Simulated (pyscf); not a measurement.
F–N•–F (SMILES F[N]F) + F–SiH₃ (SMILES F[SiH3]) -> F–SiH₂–N(F)–F (SMILES F[SiH2]N(F)F) + H• (SMILES [H]), a substitution at Si (doublet surface; H–Si broken, N–Si formed). PySCF, gas phase, ωB97X-D3(BJ)/def2-SVP geometries. Energies in kcal/mol from the separated reactants.

Small-basis levels: PySCF, no dispersion term, spherical d functions. AM1 to PM7: differences of heats of formation from MOPAC, which are fitted to 298 K values and so differ in kind from electronic energies by zero-point and thermal terms. Open shells are spin-unrestricted. 

```json
[
 {"level": "PBE/6-31G*", "barrier": "26.2", "reaction energy": "+29.9"},
 {"level": "B3LYP/LANL2DZ", "barrier": "40.6", "reaction energy": "+36.9"},
 {"level": "B3LYP/6-311+G**", "barrier": "38.9", "reaction energy": "+36.1"},
 {"level": "PBE/def2-SVP", "barrier": "26.5", "reaction energy": "+30.7"},
 {"level": "AM1", "barrier": "45.5", "reaction energy": "+44.1"},
 {"level": "PM6", "barrier": "…", "reaction energy": "+21.8"},
 {"level": "PM7", "barrier": "10.3", "reaction energy": "+4.3"},
 {"level": "ωB97M-D3(BJ)/def2-TZVP", "barrier": "…", "reaction energy": "+30.2"}
]
```

Problem. Some entries are withheld; supply them.

Solution. 
- PM6, barrier: 16.6
- ωB97M-D3(BJ)/def2-TZVP, barrier: 39.0

Against the last row the barrier runs from -28.7 (PM7) to +6.6 kcal/mol (AM1). At PBE/6-31G*, PBE/def2-SVP, PM6 this geometry lies under one side, so the entry may be no barrier of that level: it is a single point on another level's saddle. ωB97M-D3(BJ)/def2-TZVP has limits of its own. F–SiH₂–N(F)–F lies 207.4 kcal/mol over its isomer H₂N–Si(F)(F)–F (electronic energy, ωB97M-D3(BJ)/def2-TZVP). One saddle was located; it need not be the lowest between these sides. The angle at the attacked Si is 159°.
